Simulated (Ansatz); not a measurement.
# BFH₃Si radical (SMILES [BH][SiH2]F): single points off equilibrium

Aim: energy, forces and dipole at a frame of a short trajectory, from CCSD(T) and from density functionals.

Method: single points in def2-TZVPP; program: Ansatz 0.2.0, Gaussian basis.

Cores are frozen in the correlated methods. Orbitals are unrestricted.

## (1) Starting geometry

SMILES `[BH][SiH2]F`, 6 atoms, charge 0, spin multiplicity 2.

Atoms are counted from 1 here; the program's logs count them from 0.

Bond lengths: B1–Si2 2.044 Å, B1–H4 1.216 Å, Si2–F3 1.621 Å, Si2–H5 1.456 Å, Si2–H6 1.462 Å. Angles: Si2–B1–H4 138.7°, B1–Si2–F3 113.6°, B1–Si2–H5 102.4°, B1–Si2–H6 103.3°, F3–Si2–H5 112.9°, F3–Si2–H6 111.9°, H5–Si2–H6 111.9°.

As a file:

```csv
atom,x (Å),y (Å),z (Å)
B1,-1.29201,0.23432,-0.73872
Si2,0.49155,0.10026,0.25111
F3,0.89906,-1.41739,0.64921
H4,-2.25829,-0.46398,-0.97731
H5,1.42012,0.70846,-0.69189
H6,0.28523,0.93777,1.43153
```

## (2) PBE-D4/def2-TZVPP

Input file run/in.yaml:

```yaml
crystal:
  periodic: [false, false, false]
  atoms:
    - {symbol: B, position_ang: [-1.292008, 0.234323, -0.738715]}
    - {symbol: Si, position_ang: [0.491549, 0.100264, 0.251113]}
    - {symbol: F, position_ang: [0.899063, -1.417389, 0.649208]}
    - {symbol: H, position_ang: [-2.258291, -0.463984, -0.977311]}
    - {symbol: H, position_ang: [1.420118, 0.708461, -0.691886]}
    - {symbol: H, position_ang: [0.285231, 0.937771, 1.431533]}
basis:
  gaussian: {orbitals: def2-TZVPP}
magnetization: {spin_polarized: true, initial_magnetization: 1}
hamiltonian: {xc: pbe, dispersion: d4}
output: {forces: true}
```

The run is started by

```bash
$ ansatz run in.yaml --threads 2 --pin off --events-out ev --progress --plain --max-ram 3481MiB
```

## (3) r2SCAN-D4/def2-TZVPP

Changes to run/in.yaml since step 2:

```diff
@@ -12,3 +12,3 @@
 magnetization: {spin_polarized: true, initial_magnetization: 1}
-hamiltonian: {xc: pbe, dispersion: d4}
+hamiltonian: {xc: r2scan, dispersion: d4}
 output: {forces: true}
```

## (4) PBE0-D4/def2-TZVPP

Changes to run/in.yaml since step 3:

```diff
@@ -12,3 +12,3 @@
 magnetization: {spin_polarized: true, initial_magnetization: 1}
-hamiltonian: {xc: r2scan, dispersion: d4}
-output: {forces: true}
+hamiltonian: {xc: pbe0, dispersion: d4}
+output: {forces: true, orbitals: {seedname: orbitals}}
```

## (5) wB97M-V/def2-TZVPP

Changes to run/in.yaml since step 4:

```diff
@@ -12,3 +12,3 @@
 magnetization: {spin_polarized: true, initial_magnetization: 1}
-hamiltonian: {xc: pbe0, dispersion: d4}
-output: {forces: true, orbitals: {seedname: orbitals}}
+hamiltonian: {xc: {name: wB97M-V}}
+output: {forces: true}
```

## (6) CCSD(T)/def2-TZVPP

Changes to run/in.yaml since step 5:

```diff
@@ -12,3 +12,4 @@
 magnetization: {spin_polarized: true, initial_magnetization: 1}
-hamiltonian: {xc: {name: wB97M-V}}
+correlation: {method: ccsd_t}
+scf: {omitted_lower_state_checks: [cluster_reference]}
 output: {forces: true}
```

(Steps that only read results are left out.)

Before running it: what results should come out? Wanted: energy less free atoms, CCSD(T)/def2-TZVPP; RMS force component; RMS force error; HOMO and LUMO, PBE0-D4; T1 diagnostic.

As calculated:

| quantity | value |
| --- | --- |
| energy less free atoms, CCSD(T)/def2-TZVPP | -424.7 kcal/mol |
| RMS force component | 0.534 to 0.587 eV/Å over the methods |
| RMS force error | PBE-D4 0.231, r2SCAN-D4 0.081, PBE0-D4 0.076, wB97M-V 0.098 eV/Å |
| HOMO and LUMO, PBE0-D4 | -6.22 and -2.76 eV |
| T1 diagnostic | 0.014 |

What this shows: Against CCSD(T) the functionals' energies less atoms differ by -17.3 to -9.5 kcal/mol, PBE-D4 by -14.6 kcal/mol. CCSD(T) in triple zeta still lacks some correlation energy of the bonds, so part of these gaps is its own basis error and they don't rank the functionals. On forces the order runs from PBE0-D4 to PBE-D4. Frozen-core CCSD(T) forces in triple zeta carry basis errors of their own, and this is one geometry, so small gaps rank nothing.
